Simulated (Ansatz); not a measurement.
# H4Si + Cl: molecular dynamics, part 1 of 2

Aim: follow the two partners and see whether they stay together, part or react. The start is relaxed first. Runs: 266 steps of 0.5 fs under a Langevin thermostat at 300 K; 266 steps of 1 fs under a Nosé-Hoover thermostat at 1000 K; 266 steps of 0.5 fs under a Langevin thermostat at 50 K. SMILES of the start: [Cl-].[SiH4].

Program: Ansatz 0.2.0. Level of theory: RHF/def2-SVP. These are calculated values, not measurements.

### 1 The starting structure

Bond lengths: Si2–H3 1.472 Å, Si2–H4 1.474 Å, Si2–H5 1.435 Å, Si2–H6 1.469 Å. Angles: H3–Si2–H4 104.4°, H3–Si2–H5 113.7°, H3–Si2–H6 105.5°, H4–Si2–H5 112.4°, H4–Si2–H6 105.0°, H5–Si2–H6 114.9°.

Structure file:

```xyz
6

Cl   -0.0101    0.0090   -3.3471
Si    0.0059   -0.0058    0.6011
H     0.8231    1.0793    1.1679
H     0.2810   -1.1644    1.4701
H     0.2878   -0.2788   -0.7794
H    -1.3878    0.3607    0.8875
```

### 2 Relaxing the start

input.yaml

```yaml
crystal:
  periodic: [false, false, false]
  atoms:
    - { symbol: Cl, position_ang: [-0.0101, 0.009, -3.3471] }
    - { symbol: Si, position_ang: [0.0059, -0.0058, 0.6011] }
    - { symbol: H, position_ang: [0.8231, 1.0793, 1.1679] }
    - { symbol: H, position_ang: [0.281, -1.1644, 1.4701] }
    - { symbol: H, position_ang: [0.2878, -0.2788, -0.7794] }
    - { symbol: H, position_ang: [-1.3878, 0.3607, 0.8875] }
total_charge: -1
basis:
  gaussian: { orbitals: def2-SVP }
hamiltonian:
  xc: hf
relax:
  f_tol: 0.02
  max_steps: 40
output:
  orbitals: {}
```

On the command line:

```sh
> ansatz run input.yaml --threads 1 --pin off --max-ram 2048MiB --backend cpu --events-out ev --progress --plain --runs-dir out
```

Standard output, cut to the lines that bear on the results:

```text
Warning: RAYON_NUM_THREADS=1 ignored (pool sized by the plan → 1); use --threads N
[...]
Functional definition: HF
[...]
559 factors; integrals over basis functions are off by at most 5.4e-4 eV
[...]
mean field -20423.02328320 eV, -750.5322624352 hartree, gradient 8.5e-6 eV, S^2 0.000000; 0 other end points of the search recorded, 0 dependent functions left out
[...]
reference -20423.02328320 eV, -750.5322624352 hartree; 18, 18 occupied and 38, 38 virtual orbitals, 559 factors
relax step   1: F+E_penalty+E_count = -20423.02328320 eV  Δ(F+E_penalty+E_count) = +0.000e0 eV  max|allowed force component| = 7.732e-1 eV/Å  Δτ_max = 0.0000 Å  (23 SCF iters, accepted)
[...]
relax step   5: F+E_penalty+E_count = -20423.06310637 eV  Δ(F+E_penalty+E_count) = -1.621e-3 eV  max|allowed force component| = 7.981e-2 eV/Å  Δτ_max = 0.0586 Å  (22 SCF iters, accepted)
[...]
relax step   9: F+E_penalty+E_count = -20423.19163120 eV  Δ(F+E_penalty+E_count) = -6.756e-2 eV  max|allowed force component| = 3.417e-1 eV/Å  Δτ_max = 0.1941 Å  (23 SCF iters, accepted)
[...]
relax step  13: F+E_penalty+E_count = -20423.40190617 eV  Δ(F+E_penalty+E_count) = -1.852e-2 eV  max|allowed force component| = 1.346e-1 eV/Å  Δτ_max = 0.1964 Å  (22 SCF iters, accepted)
[...]
relax step  15: F+E_penalty+E_count = -20423.40481323 eV  Δ(F+E_penalty+E_count) = -3.722e-4 eV  max|allowed force component| = 3.057e-2 eV/Å  Δτ_max = 0.0160 Å  (23 SCF iters, accepted)
[...]
relax step  16: F+E_penalty+E_count = -20423.40509893 eV  Δ(F+E_penalty+E_count) = -2.857e-4 eV  max|allowed force component| = 1.389e-3 eV/Å  Δτ_max = 0.0097 Å  (24 SCF iters, accepted)
559 factors; integrals over basis functions are off by at most 6.6e-4 eV
mean field -20423.40509893 eV, -750.5462939044 hartree, gradient 4.6e-6 eV, S^2 0.000000; 1 other end points of the search recorded, 0 dependent functions left out
[...]
reference -20423.40509893 eV, -750.5462939044 hartree; 18, 18 occupied and 38, 38 virtual orbitals, 559 factors
Total energy: -20423.40509893 eV, -750.5462939044 hartree
Atom 0 at    -0.201845     0.825434    -2.397240 Å, force     0.000209    -0.000560     0.000617 eV/Å
Atom 1 at     0.029333    -0.120046     0.348686 Å, force    -0.000088     0.000401    -0.001250 eV/Å
Atom 2 at     0.934969     1.045955     0.376604 Å, force     0.000973     0.001019     0.000546 eV/Å
Atom 3 at     0.150907    -0.617543     1.794536 Å, force    -0.000145     0.000069     0.000548 eV/Å
Atom 4 at     0.503021    -1.304273    -0.395491 Å, force     0.000441    -0.001001    -0.001076 eV/Å
Atom 5 at    -1.416484     0.170473     0.273005 Å, force    -0.001389     0.000073     0.000614 eV/Å
Dipole moment:     0.053730    -0.219788     0.638449 e Å
```

It took 6.1 s on 1 thread of Arm Neoverse V2, shared host; peak memory 0.096 GiB.

Step by step:

```tsv
step	energy from step 1 (eV)	largest force component (eV/Å)
1	0.0000	0.7732
2	-0.0352	0.1832
3	-0.0379	0.0321
4	-0.0382	0.0299
5	-0.0398	0.0798
6	-0.0442	0.2674
7	-0.0547	0.4116
8	-0.1008	0.4666
9	-0.1683	0.3417
10	-0.2288	0.4385
11	-0.3097	0.2651
12	-0.3601	0.3332
13	-0.3786	0.1346
14	-0.3812	0.0494
15	-0.3815	0.0306
16	-0.3818	0.0014
```

Step 1 is the start.

After: Bond lengths: Si2–H3 1.477 Å, Si2–H4 1.534 Å, Si2–H5 1.477 Å, Si2–H6 1.477 Å. Angles: H3–Si2–H4 100.9°, H3–Si2–H5 116.5°, H3–Si2–H6 116.5°, H4–Si2–H5 100.9°, H4–Si2–H6 100.9°, H5–Si2–H6 116.5°.

### 3 Run 1

266 steps of 0.5 fs under a Langevin thermostat at 300 K, from the relaxed start.

input.yaml

```yaml
crystal:
  periodic: [false, false, false]
  atoms:
    - { symbol: Cl, position_ang: [-0.201845, 0.825434, -2.39724] }
    - { symbol: Si, position_ang: [0.029333, -0.120046, 0.348686] }
    - { symbol: H, position_ang: [0.934969, 1.045955, 0.376604] }
    - { symbol: H, position_ang: [0.150907, -0.617543, 1.794536] }
    - { symbol: H, position_ang: [0.503021, -1.304273, -0.395491] }
    - { symbol: H, position_ang: [-1.416484, 0.170473, 0.273005] }
total_charge: -1
basis:
  gaussian: { orbitals: def2-SVP }
hamiltonian:
  xc: hf
md:
  timestep: 0.5
  n_steps: 266
  ensemble: nvt_langevin
  temperature: 300.0
  initial_velocities: maxwell_boltzmann
  seed: 970948
  friction: 0.005
```

On the command line:

```sh
> ansatz run input.yaml --threads 1 --pin off --max-ram 2048MiB --backend cpu --events-out ev --progress --plain --runs-dir out
```

Standard output, cut to the lines that bear on the results:

```text
Warning: RAYON_NUM_THREADS=1 ignored (pool sized by the plan → 1); use --threads N
[...]
[... 1 set-up line as earlier in the session ...]
[...]
561 factors; integrals over basis functions are off by at most 6.5e-4 eV
[...]
mean field -20423.40513035 eV, -750.5462950590 hartree, gradient 2.7e-5 eV, S^2 0.000000; 0 other end points of the search recorded, 0 dependent functions left out
[...]
reference -20423.40513035 eV, -750.5462950590 hartree; 18, 18 occupied and 38, 38 virtual orbitals, 561 factors
md step     0: t =     0.00 fs  T =   250.0 K  F+E_penalty+E_count = -20423.40513035 eV  E_kin = 0.193890 eV  (22 SCF iters)
[...]
md step    33: t =    16.50 fs  T =   155.6 K  F+E_penalty+E_count = -20423.32323583 eV  E_kin = 0.120669 eV  (23 SCF iters)
[...]
md step    66: t =    33.00 fs  T =   129.2 K  F+E_penalty+E_count = -20423.28094671 eV  E_kin = 0.100197 eV  (24 SCF iters)
[...]
md step    99: t =    49.50 fs  T =   185.8 K  F+E_penalty+E_count = -20423.32561489 eV  E_kin = 0.144075 eV  (23 SCF iters)
[...]
md step   130: t =    65.00 fs  T =   296.0 K  F+E_penalty+E_count = -20423.29959731 eV  E_kin = 0.229572 eV  (23 SCF iters)
md step   131: t =    65.50 fs  T =   327.4 K  F+E_penalty+E_count = -20423.31168513 eV  E_kin = 0.253931 eV  (24 SCF iters)
```

### 4 The output, continued: dynamics from the start

The log, continued, cut to the lines that bear on the results:

```text
md step   132: t =    66.00 fs  T =   320.0 K  F+E_penalty+E_count = -20423.31879177 eV  E_kin = 0.248203 eV  (22 SCF iters)
[...]
md step   165: t =    82.50 fs  T =   174.1 K  F+E_penalty+E_count = -20423.23704010 eV  E_kin = 0.135016 eV  (23 SCF iters)
[...]
md step   198: t =    99.00 fs  T =   149.4 K  F+E_penalty+E_count = -20423.21974972 eV  E_kin = 0.115881 eV  (17 SCF iters)
[...]
md step   231: t =   115.50 fs  T =   241.2 K  F+E_penalty+E_count = -20423.30324852 eV  E_kin = 0.187033 eV  (22 SCF iters)
[...]
md step   264: t =   132.00 fs  T =   199.9 K  F+E_penalty+E_count = -20423.27569036 eV  E_kin = 0.155055 eV  (23 SCF iters)
md step   265: t =   132.50 fs  T =   196.4 K  F+E_penalty+E_count = -20423.27196619 eV  E_kin = 0.152296 eV  (23 SCF iters)
[...]
md step   266: t =   133.00 fs  T =   187.9 K  F+E_penalty+E_count = -20423.26829214 eV  E_kin = 0.145718 eV  (24 SCF iters)
Total energy: -20423.26829214 eV, -750.5412663476 hartree
Atom 0 at    -0.053521     1.102086    -2.440018 Å, force     0.012938    -0.165509     0.183468 eV/Å
Atom 1 at    -0.048131    -0.453031     0.574408 Å, force     0.316905     0.011657    -0.522656 eV/Å
Atom 2 at    -0.766438     0.828542     0.598811 Å, force    -0.060730     0.001308     0.019561 eV/Å
Atom 3 at    -0.061459    -0.918855     2.013375 Å, force    -0.099466    -0.184473    -0.081121 eV/Å
Atom 4 at     1.432886    -0.292837     0.303024 Å, force    -0.699275    -0.204476    -0.053133 eV/Å
Atom 5 at    -0.771005    -1.526347    -0.231652 Å, force     0.529627     0.541494     0.453881 eV/Å
Dipole moment:    -0.011488    -0.549319     1.039077 e Å
```

Wall time 76 s (1 thread of Arm Neoverse V2, shared host); peak memory 0.088 GiB.

### 5 Frames and traces

One step in 11; energies are changes from step 0:

```tsv
time (fs)	T (K)	potential energy change (meV/atom)	closest contact of the partners (Å)
0.0	250	0.0	2.91
5.5	172	8.8	2.89
11.0	118	13.1	2.81
16.5	156	13.6	2.77
22.0	160	13.7	2.77
27.5	100	19.8	2.77
33.0	129	20.7	2.77
38.5	155	15.2	2.82
44.0	219	7.7	2.95
49.5	186	13.3	3.05
55.0	219	17.4	3.04
60.5	218	18.8	3.09
66.0	320	14.4	3.09
71.5	214	22.7	3.00
77.0	127	33.6	2.94
82.5	174	28.0	2.94
88.0	229	24.7	2.95
93.5	201	29.7	2.99
99.0	149	30.9	3.04
104.5	197	27.6	3.11
110.0	230	17.8	3.17
115.5	241	17.0	3.22
121.0	221	19.4	3.27
126.5	230	23.4	3.27
132.0	200	21.6	3.16
133.0	188	22.8	3.13
```

time (fs), T (K) and a bar:
```
      0.0        250 ###########################
      6.0        182 #############
     11.5        121 
     17.5        126 #
     23.0        154 #######
     29.0        143 ####
     34.5        136 ###
     40.5        126 #
     46.5        193 ###############
     52.0        264 ##############################
     58.0        248 ###########################
     63.5        226 ######################
     69.5        189 ##############
     75.0        186 ##############
     81.0        200 ################
     86.5        202 #################
     92.5        170 ##########
     98.5        129 ##
    104.0        199 ################
    110.0        230 #######################
    115.5        241 #########################
    121.5        232 #######################
    127.0        217 ####################
    133.0        188 ##############
```

### 6 Snapshots as a file

Positions (Å) and forces (eV/Å):

```xyz
6
time_fs=16.5 T=156 dE=0.0819
Cl   -0.165    0.857   -2.403   -0.093   -0.132   -0.103
Si   -0.005   -0.144    0.390   -0.775   -0.382   -0.109
H     0.643    1.147    0.226    0.201    0.222    0.118
H     0.240   -0.439    1.869   -0.089   -0.095   -0.005
H     0.600   -1.352   -0.253   -0.077    0.339    0.066
H    -1.531   -0.158    0.311    0.833    0.047    0.034
6
time_fs=33.0 T=129 dE=0.1242
Cl   -0.133    0.889   -2.405   -0.116   -0.155   -0.070
Si   -0.029   -0.183    0.431   -0.267   -0.085   -0.214
H     0.438    1.219    0.286   -0.111   -0.342    0.222
H     0.259   -0.486    1.902   -0.145   -0.056   -0.064
H     0.786   -1.263   -0.245   -0.414    0.476    0.181
H    -1.553   -0.402    0.348    1.054    0.162   -0.055
6
time_fs=50.0 T=207 dE=0.0676
Cl   -0.128    0.925   -2.434   -0.033   -0.032    0.137
Si   -0.048   -0.215    0.468   -0.737   -0.819   -0.676
H     0.284    1.196    0.636    0.125    0.252   -0.001
H     0.088   -0.772    1.879    0.057    0.003   -0.046
H     0.879   -1.072   -0.357   -0.321    0.389    0.451
H    -1.530   -0.482    0.178    0.908    0.207    0.137
6
time_fs=66.5 T=320 dE=0.0860
Cl   -0.128    0.942   -2.490    0.005    0.014    0.221
Si   -0.076   -0.251    0.488    0.326   -0.307    0.026
H     0.187    1.087    1.033   -0.015    0.354   -0.074
H    -0.101   -1.095    1.744    0.053   -0.044    0.177
H     1.078   -0.795   -0.248   -0.088   -0.029   -0.075
H    -1.428   -0.446   -0.015   -0.281    0.012   -0.276
6
time_fs=83.0 T=161 dE=0.1810
Cl   -0.120    0.970   -2.522    0.034    0.091    0.077
Si   -0.081   -0.305    0.511   -0.166    0.420    0.568
H    -0.113    1.019    1.201    0.101   -0.108   -0.082
H    -0.145   -1.314    1.633    0.104    0.031    0.137
H     1.136   -0.547   -0.200    0.901   -0.188   -0.262
H    -1.260   -0.515   -0.256   -0.974   -0.246   -0.438
6
time_fs=100.0 T=190 dE=0.1567
Cl   -0.113    1.004   -2.521    0.020   -0.032    0.226
Si   -0.061   -0.368    0.535   -0.017    0.874    0.815
H    -0.359    0.970    1.181    0.084   -0.420   -0.274
H    -0.005   -1.313    1.712   -0.193   -0.061    0.087
H     1.317   -0.407    0.089    0.403   -0.035   -0.477
H    -1.163   -0.795   -0.292   -0.297   -0.326   -0.376
6
time_fs=116.5 T=245 dE=0.0944
Cl   -0.092    1.056   -2.483   -0.001   -0.065    0.228
Si   -0.066   -0.413    0.571   -0.261    0.182   -0.524
H    -0.603    0.944    0.934    0.165   -0.470   -0.143
H    -0.050   -1.188    1.865   -0.004    0.058    0.079
H     1.331   -0.408    0.106    0.078    0.091    0.105
H    -0.926   -1.217   -0.339    0.023    0.204    0.255
6
time_fs=133.0 T=188 dE=0.1368
Cl   -0.053    1.102   -2.440    0.013   -0.166    0.183
Si   -0.048   -0.453    0.574    0.317    0.012   -0.523
H    -0.766    0.829    0.599   -0.061    0.001    0.020
H    -0.061   -0.919    2.013   -0.100   -0.184   -0.081
H     1.433   -0.293    0.303   -0.699   -0.204   -0.053
H    -0.771   -1.526   -0.232    0.530    0.541    0.454
```

Reading of run 1. Against a set 300 K the second half averages 201 K with a spread of 35 K; 24 meV/atom has gone into potential energy, and a thermostat that acts over some 200 fs has not made it up in 133 fs. No bond forms or breaks. The partners' closest contact goes from 2.91 to 3.13 Å; so short a run doesn't show whether they stay bound.

### 7 Run 2

266 steps of 1 fs under a Nosé-Hoover thermostat at 1000 K, starting from the last frame of an earlier run, with new velocities.

input.yaml

```yaml
crystal:
  periodic: [false, false, false]
  atoms:
    - { symbol: Cl, position_ang: [-0.053521, 1.102086, -2.440018] }
    - { symbol: Si, position_ang: [-0.048131, -0.453031, 0.574408] }
    - { symbol: H, position_ang: [-0.766438, 0.828542, 0.598811] }
    - { symbol: H, position_ang: [-0.061459, -0.918855, 2.013375] }
    - { symbol: H, position_ang: [1.432886, -0.292837, 0.303024] }
    - { symbol: H, position_ang: [-0.771005, -1.526347, -0.231652] }
total_charge: -1
basis:
  gaussian: { orbitals: def2-SVP }
hamiltonian:
  xc: hf
md:
  timestep: 1.0
  n_steps: 266
  ensemble: nvt_nose_hoover
  temperature: 1000.0
  initial_velocities: maxwell_boltzmann
  seed: 832209
  nose_hoover: { tau: 300.0, chain_length: 3 }
```

On the command line:

```sh
> ansatz run input.yaml --threads 1 --pin off --max-ram 2048MiB --backend cpu --events-out ev --progress --plain --runs-dir out
```

Standard output, cut to the lines that bear on the results:

```text
Warning: RAYON_NUM_THREADS=1 ignored (pool sized by the plan → 1); use --threads N
[...]
[... 1 set-up line as earlier in the session ...]
[...]
566 factors; integrals over basis functions are off by at most 1.7e-4 eV
[...]
mean field -20423.26830580 eV, -750.5412668496 hartree, gradient 1.2e-5 eV, S^2 0.000000; 0 other end points of the search recorded, 0 dependent functions left out
[...]
reference -20423.26830580 eV, -750.5412668496 hartree; 18, 18 occupied and 38, 38 virtual orbitals, 566 factors
md step     0: t =     0.00 fs  T =  1000.0 K  F+E_penalty+E_count = -20423.26830580 eV  E_kin = 0.517040 eV  conserved = -20422.75126580 eV  (23 SCF iters)
[...]
md step    20: t =    20.00 fs  T =   616.0 K  F+E_penalty+E_count = -20423.06475851 eV  E_kin = 0.318519 eV  conserved = -20422.74682701 eV  (24 SCF iters)
[...]
md step    40: t =    40.00 fs  T =   582.3 K  F+E_penalty+E_count = -20423.04652734 eV  E_kin = 0.301090 eV  conserved = -20422.74769588 eV  (22 SCF iters)
[...]
md step    60: t =    60.00 fs  T =   374.7 K  F+E_penalty+E_count = -20422.92738682 eV  E_kin = 0.193744 eV  conserved = -20422.73884288 eV  (23 SCF iters)
[...]
md step    79: t =    79.00 fs  T =   945.8 K  F+E_penalty+E_count = -20423.22949302 eV  E_kin = 0.489012 eV  conserved = -20422.75017631 eV  (22 SCF iters)
md step    80: t =    80.00 fs  T =   719.0 K  F+E_penalty+E_count = -20423.10550536 eV  E_kin = 0.371772 eV  conserved = -20422.74373584 eV  (21 SCF iters)
```

### 8 The log goes on: dynamics from the last frame of an earlier run

Output, continued, cut to the lines that bear on the results:

```text
md step    81: t =    81.00 fs  T =   536.2 K  F+E_penalty+E_count = -20423.00652740 eV  E_kin = 0.277226 eV  conserved = -20422.73953844 eV  (22 SCF iters)
[...]
md step   106: t =   106.00 fs  T =  1076.4 K  F+E_penalty+E_count = -20423.29112563 eV  E_kin = 0.556524 eV  conserved = -20422.75208760 eV  (22 SCF iters)
[...]
md step   131: t =   131.00 fs  T =   309.6 K  F+E_penalty+E_count = -20422.87328529 eV  E_kin = 0.160101 eV  conserved = -20422.73983608 eV  (23 SCF iters)
[...]
md step   156: t =   156.00 fs  T =   714.2 K  F+E_penalty+E_count = -20423.08001514 eV  E_kin = 0.369251 eV  conserved = -20422.74755677 eV  (22 SCF iters)
[...]
md step   181: t =   181.00 fs  T =   743.2 K  F+E_penalty+E_count = -20423.07701247 eV  E_kin = 0.384254 eV  conserved = -20422.74191367 eV  (22 SCF iters)
md step   182: t =   182.00 fs  T =   707.2 K  F+E_penalty+E_count = -20423.05763398 eV  E_kin = 0.365629 eV  conserved = -20422.74178333 eV  (22 SCF iters)
```

### 9 The log goes on: dynamics from the last frame of an earlier run

The log, continued, cut to the lines that bear on the results:

```text
md step   183: t =   183.00 fs  T =   735.1 K  F+E_penalty+E_count = -20423.07399533 eV  E_kin = 0.380100 eV  conserved = -20422.74429688 eV  (22 SCF iters)
[...]
md step   204: t =   204.00 fs  T =   429.6 K  F+E_penalty+E_count = -20422.89755701 eV  E_kin = 0.222104 eV  conserved = -20422.73979150 eV  (23 SCF iters)
[...]
md step   225: t =   225.00 fs  T =   831.0 K  F+E_penalty+E_count = -20423.08986822 eV  E_kin = 0.429638 eV  conserved = -20422.74077902 eV  (23 SCF iters)
[...]
md step   246: t =   246.00 fs  T =   554.2 K  F+E_penalty+E_count = -20422.92756427 eV  E_kin = 0.286569 eV  conserved = -20422.74062410 eV  (22 SCF iters)
[...]
md step   265: t =   265.00 fs  T =   467.9 K  F+E_penalty+E_count = -20422.86630727 eV  E_kin = 0.241923 eV  conserved = -20422.74108187 eV  (22 SCF iters)
[...]
md step   266: t =   266.00 fs  T =   433.0 K  F+E_penalty+E_count = -20422.84566880 eV  E_kin = 0.223855 eV  conserved = -20422.73908129 eV  (24 SCF iters)
Total energy: -20422.84566880 eV, -750.5257352266 hartree
Atom 0 at    -0.059450     1.105090    -2.456587 Å, force     0.091981    -0.145869     0.173390 eV/Å
Atom 1 at    -0.028573    -0.455918     0.594707 Å, force    -1.514460     1.005146    -0.421957 eV/Å
Atom 2 at    -0.968827     0.628287     0.579217 Å, force    -0.472344     0.858537    -0.547787 eV/Å
Atom 3 at    -0.539334    -0.976261     1.837121 Å, force     0.617734    -0.725126     1.796587 eV/Å
Atom 4 at     1.307938    -0.011737     0.491450 Å, force     1.487642     0.228047     0.399706 eV/Å
Atom 5 at    -0.302202    -1.575013    -0.207094 Å, force    -0.210554    -1.220734    -1.399940 eV/Å
Dipole moment:     0.123365    -0.569590     1.108498 e Å
```

It took 81 s on 1 thread of Arm Neoverse V2, shared host; peak memory 0.088 GiB.

### 10 Frames and traces

One step in 20; energies are changes from step 0:

```tsv
time (fs)	T (K)	potential energy change (meV/atom)	conserved energy change (meV/atom)	closest contact of the partners (Å)
0.0	1000	0.0	0.00	3.13
20.0	616	33.9	0.74	3.09
40.0	582	37.0	0.60	3.20
60.0	375	56.8	2.07	3.09
80.0	719	27.1	1.25	3.01
100.0	465	50.1	1.34	2.71
120.0	973	6.4	0.42	2.72
140.0	801	22.7	0.57	2.60
160.0	363	63.1	1.88	2.56
180.0	837	23.2	1.07	2.63
200.0	833	25.5	0.70	2.64
220.0	742	36.0	1.04	2.87
240.0	959	20.4	1.28	2.93
260.0	703	46.0	1.66	3.23
266.0	433	70.4	2.03	3.20
```

time (fs), T (K) and a bar:
```
      0.0       1000 #############################
     12.0        602 #############
     23.0        410 #####
     35.0        750 ###################
     46.0        517 ##########
     58.0        517 ##########
     69.0        645 ###############
     81.0        536 ##########
     93.0        852 #######################
    104.0        761 ###################
    116.0        275 
    127.0        742 ###################
    139.0        739 ##################
    150.0        908 #########################
    162.0        645 ###############
    173.0        332 ##
    185.0        706 #################
    197.0        862 #######################
    208.0        905 #########################
    220.0        742 ###################
    231.0        417 ######
    243.0       1032 ##############################
    254.0        881 ########################
    266.0        433 ######
```

Maxima of the velocity power spectrum (cm⁻¹, relative height; resolution about 250 cm⁻¹): 1130 (100), 1910 (32), 2320 (82).

(Continued in part 2 of 2.)
